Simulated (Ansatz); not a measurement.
# BNH₂: a relaxed scan of the bond length B1–N2

The task here is to estimate one member of a computed series from the others.

Method: single points in def2-TZVPP; program: Ansatz 0.2.0, Gaussian basis.

Levels: PBE-D4, r2SCAN-D4, PBE0-D4, B3LYP-D4, wB97M-V, Hartree-Fock, MP2, CCSD, CCSD(T). The scan takes 1.085, 1.128, 1.190, 1.264, 1.345, 1.433, 1.526, 1.623, 1.726 Å.

Correlated methods freeze the cores. B3LYP uses VWN-RPA correlation.

19 further runs of the same task are left out: 19 set aside as unsound or not needed.

## Starting geometry

The minimum, relaxed at PBE0-D4: SMILES `B=N`, 4 atoms, charge 0, spin multiplicity 1.

Atoms are counted from 1 here; the program's logs count them from 0.

Bond lengths: B1–N2 1.233 Å, B1–H3 1.172 Å, N2–H4 0.991 Å. Angles: N2–B1–H3 180.0°, B1–N2–H4 180.0°.

Coordinates:

```xyz
4
BH2N
B    -0.3969   -0.4107    0.0115
N     0.4593    0.4756   -0.0131
H    -1.2108   -1.2531    0.0349
H     1.1484    1.1882   -0.0334
```

Energies of the minimum (eV), from earlier single points: PBE-D4 -2196.62399, r2SCAN-D4 -2198.20017, PBE0-D4 -2196.76425, B3LYP-D4 -2199.92199, wB97M-V -2198.71362, CCSD(T) -2194.82491.

At the minimum the bond length B1–N2 is 1.233 Å.

Set-up of the first run:

The input, relax/in.yaml:

```yaml
crystal:
  periodic: [false, false, false]
  atoms:
    - {symbol: B, position_ang: [-0.396897, -0.410676, 0.011507]}
    - {symbol: N, position_ang: [0.356823, 0.369492, -0.010130]}
    - {symbol: H, position_ang: [-1.210832, -1.253113, 0.034933]}
    - {symbol: H, position_ang: [1.045879, 1.082085, -0.030425]}
basis:
  gaussian: {orbitals: def2-TZVP}
hamiltonian: {xc: pbe0, dispersion: d4}
relax: {f_tol: 0.005, max_steps: 200, constraints: [{distance: [0, 1]}]}
```

No record of the launch command was kept for these runs.

Steps of the session up to this table: B1–N2 = 1.085 Å; B1–N2 = 1.128 Å; B1–N2 = 1.190 Å; B1–N2 = 1.264 Å; B1–N2 = 1.345 Å; B1–N2 = 1.433 Å; B1–N2 = 1.526 Å; B1–N2 = 1.623 Å; B1–N2 = 1.726 Å.

One table of the session follows, with a row left open; its other results are not shown here.

Energies less that of the minimum at the same level (kcal/mol):

```
bond length (Å)  PBE-D4  PBE0-D4  B3LYP-D4  wB97M-V  Hartree-Fock
          1.085    32.5     29.8      29.6     29.8          26.2
          1.128    15.7     13.7      13.7     13.7          11.0
          1.190       ?        ?         ?        ?             ?
1.233 (minimum)     0.0      0.0       0.0      0.0           0.0
          1.264     0.3      0.9       0.9      1.0           1.9
          1.345     8.2     10.5      10.3     10.6          14.2
          1.433    22.3     26.3      25.9     26.9          31.7
          1.526    40.1     45.5      44.9     46.5          52.5
          1.623    59.9     66.8      65.9     68.2          75.7
          1.726    80.9     89.5      88.0     91.2         100.1
```

**Question.** Estimate the row for bond length (Å) = 1.190.

As computed: PBE-D4: 2.9; PBE0-D4: 2.0; B3LYP-D4: 2.0; wB97M-V: 2.0; Hartree-Fock: 0.8.
